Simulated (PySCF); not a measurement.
Molecule: C2H7S, net charge 1, singlet state. It need not be the lowest isomer of its formula. SMILES: CC[SH2+]
Structure (B3LYP-D3(BJ)/def2-TZVP (Ansatz) minimum search):
```xyz
10

C      1.5423     0.7300     0.0591
C      0.0315     0.8765     0.0770
S     -0.7522    -0.7918    -0.1533
H     -2.0310    -0.5177     0.1928
H     -0.3591     1.2901     1.0036
H     -0.3484     1.4448    -0.7723
H      1.9708     1.7304     0.1331
H      1.9070     0.1497     0.9067
H      1.9002     0.2818    -0.8675
H     -0.4474    -1.3496     1.0402
```
Charge +1, spin multiplicity 1.

Dispersion corrections to the total energy (kcal/mol) from the dftd3 and dftd4 libraries through PySCF: D3(BJ) without and D4 with the three-body term, each with the damping fitted for the functional named.

| functional | D3(BJ) | D4 |
|---|---|---|
| TPSSh | -4.74 | -3.69 |
| HF | -34.40 | ? |
| LC-wPBE | -3.78 | ? |
| revPBE | -10.97 | -10.48 |
| CAM-B3LYP | -3.08 | ? |
| PBE | -4.19 | -3.01 |
| BP86 | -6.38 | -3.91 |

Complete the blanks.


- HF, D4: -11.74
- LC-wPBE, D4: -3.33
- CAM-B3LYP, D4: -2.49
